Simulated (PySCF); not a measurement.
Diatomic anions of H with the third period

CCSD(T) with triple-zeta basis sets in PySCF, for the lowest determinant that a PBE0 search found; no spin–orbit coupling. De refers to high-spin ground-configuration atoms (the charge goes to the atom of lower measured ionisation energy or higher electron affinity, which is not always the lowest computed limit).

| M | basis | reference, frozen orbitals | charged atom | state (unpaired electrons) | Re (Å) | ωe (cm⁻¹) | De (eV) |
| --- | --- | --- | --- | --- | --- | --- | --- |
| Al | def2-TZVPPD | UHF, 5 | H− | doublet (π ↑) | 1.697 | 1461 | n/a |
| Si | def2-TZVPPD | UHF, 5 | Si− | triplet (π ↑↑) | 1.556 | 1835 | n/a |
| P | def2-TZVPPD | UHF, 5 | H− | doublet (π ↑) | 1.440 | 2237 | n/a |
| S | def2-TZVPPD | RHF, 5 | S− | singlet (closed shell) | 1.345 | 2655 | n/a |
| Cl | def2-TZVPPD | UHF, 5 | Cl− | doublet (σ ↑) | 2.147 | 480 | 0.16 |

The shortest bond is that of SH⁻ (1.345 Å), the longest that of HCl⁻ (2.147 Å).

The state changes along the series, so neighbouring rows are not always alike in their bonding.

Correlated steps freeze 5 core orbitals. Weak bonds: HCl⁻. Basis-set superposition, not corrected here, can be much of De in a small basis, most of all at correlated wavefunction levels. For an ion De counts to the pair picked by the measured ionisation energies or electron affinities, which need not be the lowest pair at this level. States were picked by a PBE0 search and need not be the measured ground states.
